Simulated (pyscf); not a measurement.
H₃Si–AsH₂ + H₂O -> HO–SiH₂–AsH₂ + H₂, a four-centre exchange (singlet surface; H–Si, H–O broken, O–Si, H–H formed). PySCF, gas phase, ωB97X-D3(BJ)/def2-SVP geometries. Energies in kcal/mol from the separated reactants.

GFN2-xTB: tblite. 

### Question
Quick GFN2-xTB single points give ΔE‡ = 34.4 kcal/mol and ΔE = -18.9 kcal/mol. What does ωB97M-D3(BJ)/def2-TZVP give, and how far is the quick result from it?

### Answer
ωB97M-D3(BJ)/def2-TZVP gives ΔE‡ = 35.5 kcal/mol and ΔE = -15.4 kcal/mol. GFN2-xTB lies 1.1 kcal/mol under it in the barrier and 3.5 kcal/mol under it in the reaction energy, so on this step it does not hold to within 3.0 kcal/mol. ωB97M-D3(BJ)/def2-TZVP has limits of its own. This is the saddle that the search found; another between the same sides may lie lower. In the def2 sets elements up to Kr have no core potential.
